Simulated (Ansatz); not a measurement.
**Pulling the pair apart**

The pair of HF (SMILES F, atoms 1–2) and C$_{2}$H$_{6}$ (SMILES CC, atoms 3–10), both closed shells, in one local arrangement (a lower one may exist), relaxed at PBE0-D4/def2-TZVP:

```
10
angstrom
F -0.1040 -0.0411 -2.7268
H 0.2662 0.1810 -1.9093
C -0.6322 -0.4038 0.8198
C 0.5842 0.3642 0.3329
H -1.2319 -0.7742 -0.0146
H -0.3385 -1.2650 1.4232
H -1.2765 0.2279 1.4346
H 1.1899 0.7377 1.1612
H 0.2959 1.2437 -0.2543
H 1.2468 -0.2704 -0.2669
```

C$_{2}$H$_{6}$ is shifted rigidly along the line between the mean atom positions of the two fragments (negative: closer). Counterpoise interaction energies in kcal/mol. Program: Ansatz 0.2.0. Basis: def2-TZVPPD. Cores are frozen in the correlated methods. B3LYP uses VWN-RPA correlation.

```csv
shift (Å),B3LYP-D4,PBE0-D4,r2SCAN-D4
-0.23,-0.95,-1.58,-1.89
-0.11,-1.48,-1.97,-2.27
0.00,-1.70,-2.09,-2.36
0.11,-1.72,-2.05,-2.28
0.27,-1.58,-1.85,-2.02
0.57,-1.14,-1.37,-1.44
1.14,-0.46,-0.65,-0.64
2.27,0.00,-0.10,-0.13
```

At the largest shift the D4 term itself is slightly repulsive (B3LYP-D4 +2.7 meV, PBE0-D4 +0.3 meV): a quirk of that model, not of the functional.

Q: What does CCSD(T) give at these shifts? (Judge from chemistry; the value comes from the calculation.)

A: By the calculation: -0.74, -1.33, -1.60, -1.66, -1.57, -1.20, -0.59, -0.14 kcal/mol. For zero shift, CCSD(T) at an estimated basis limit (MP2 extrapolated from triple and quadruple zeta, plus CCSD(T) − MP2 in triple zeta) gives -1.86 kcal/mol. These are counterpoise interaction energies, counted from the two frozen fragments.

No T1 diagnostic of these runs exceeds 0.010.

For scale, one of the runs: CCSD(T)/def2-TZVPPD, 233 basis functions, launched by `ansatz run in.yaml --threads 4 --pin off --events-out ev --progress --plain --max-ram 9574MiB`. The run took 27 s on 4 CPU threads of an Intel Xeon 6975P-C (shared host), with 4.7 GiB of host memory at its peak.
